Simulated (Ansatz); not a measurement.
System: SiSe2 (Ibam, No. 72). Method: G0W0@PBEsol (Ansatz, a program for electronic structure, hard PAW, contour deformation).

The cell has the measured lattice parameters. Conventional cell: a = 5.9980 Å, b = 9.6690 Å, c = 5.8510 Å, α = 90.00°, β = 90.00°, γ = 90.00°.

The quasiparticle gap at Γ at a fixed k mesh 2×2×2:

```
response cutoff           value (eV)
------------------------  ----------
140 eV, 1172 empty bands       4.508
175 eV, 1639 empty bands       4.544
210 eV, 2154 empty bands       4.566
280 eV, 3316 empty bands       4.590
```

**Question.** Taking the value to converge with the response cutoff E as E^(−3/2), extrapolate from the last two rows.

**Answer.** With y = y∞ + c/w and weights w = 3043 and 4685 for the last two rows, y∞ = (w2 y2 − w1 y1)/(w2 − w1) = (4685 × 4.590 − 3043 × 4.566)/1642 = 4.634 eV, which lies 0.044 beyond the last row. Successive pairs of rows give 4.635, 4.636, 4.634. The limit also hangs on the law assumed, so its last digits aren't firm.

The other settings are not extrapolated, so this is the limit in one setting alone.

The smallest gap on this mesh is 3.30 eV, away from Γ.

Spin–orbit coupling is not included.
